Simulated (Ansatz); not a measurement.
# C3H6O: the cost of one run

Method: the levels named in each step, in Ansatz 0.2.0.

## (1) The starting structure

Bond lengths: C1–C2 1.507 Å, C2–C3 1.464 Å, C2–O4 1.398 Å, C3–O4 1.399 Å, C1–H5 1.087 Å, C1–H6 1.088 Å, C1–H7 1.088 Å, C2–H8 1.089 Å, C3–H9 1.084 Å, C3–H10 1.084 Å. Angles (14 of 19 angles, heavy atoms first): C1–C2–C3 121.5°, C1–C2–O4 118.3°, C3–C2–O4 58.5°, C2–C3–O4 58.4°, C2–O4–C3 63.1°, C1–C2–H8 114.9°, C3–C2–H8 117.5°, O4–C2–H8 114.2°, C2–C1–H5 110.2°, C2–C1–H6 110.1°, C2–C1–H7 109.8°, C2–C3–H9 119.4°, C2–C3–H10 119.9°, O4–C3–H9 115.6°.

As a file:

```xyz
10

C    -1.5203   -0.2940    0.2598
C    -0.2671    0.2606   -0.3666
C     0.9711   -0.5191   -0.4215
O     0.8177    0.5507    0.4666
H    -1.2669   -0.9614    1.0794
H    -2.1343    0.5153    0.6479
H    -2.0928   -0.8415   -0.4857
H    -0.4343    0.9937   -1.1540
H     1.0011   -1.5030    0.0325
H     1.6744   -0.3609   -1.2313
```

## (2) A rough first relaxation, PBE-D4/def2-SVP

This run stands in another session on the same molecule. It ended at:

```xyz
10

C    -1.5256   -0.2936    0.2561
C    -0.2751    0.2421   -0.3929
C     0.9937   -0.5110   -0.4083
O     0.8074    0.5938    0.4771
H    -1.2744   -1.0301    1.0450
H    -2.1082    0.5264    0.7241
H    -2.1795   -0.7859   -0.4934
H    -0.4424    0.9670   -1.2169
H     1.0336   -1.5109    0.0678
H     1.7190   -0.3574   -1.2314
```

## (3) Relaxation, PBE0-D4/def2-TZVPP

This run stands in another session on the same molecule. It ended at:

```xyz
10

C    -1.5145   -0.2938    0.2534
C    -0.2760    0.2380   -0.3938
C     0.9744   -0.5132   -0.4131
O     0.7975    0.5824    0.4697
H    -1.2602   -1.0129    1.0333
H    -2.0908    0.5152    0.7072
H    -2.1507   -0.7885   -0.4841
H    -0.4335    0.9587   -1.1950
H     1.0101   -1.4901    0.0626
H     1.6923   -0.3554   -1.2132
```

## (4) Frequencies, PBE0-D4/def2-TZVPP

File input.yaml:

```yaml
crystal:
  periodic: [false, false, false]
  atoms:
    - { symbol: C, position_ang: [-1.51450515, -0.2938434, 0.25344497] }
    - { symbol: C, position_ang: [-0.27599547, 0.23802914, -0.39375986] }
    - { symbol: C, position_ang: [0.97441941, -0.51318533, -0.41307078] }
    - { symbol: O, position_ang: [0.79751364, 0.58241029, 0.46973964] }
    - { symbol: H, position_ang: [-1.26019118, -1.01288868, 1.03334651] }
    - { symbol: H, position_ang: [-2.09080274, 0.51516077, 0.70722942] }
    - { symbol: H, position_ang: [-2.15069723, -0.78846049, -0.48414078] }
    - { symbol: H, position_ang: [-0.4334901, 0.95865623, -1.19497636] }
    - { symbol: H, position_ang: [1.01010304, -1.49008443, 0.06257556] }
    - { symbol: H, position_ang: [1.6922858, -0.35535412, -1.21324831] }
basis:
  gaussian: { orbitals: def2-TZVPP }
hamiltonian:
  xc: pbe0
  dispersion: d4
phonons: {}
```

On the command line:

```console
> ansatz run input.yaml --threads 4 --pin off --max-ram 10240MiB --backend cpu --events-out ev --progress --plain --runs-dir out
```

**Question.** How long does this run take on 4 threads of Intel Xeon Platinum 8175M at 2.50GHz (Skylake/Cascade Lake), shared host, and how much memory does it need?

About 2.1 min, with a peak of 0.46 GiB.
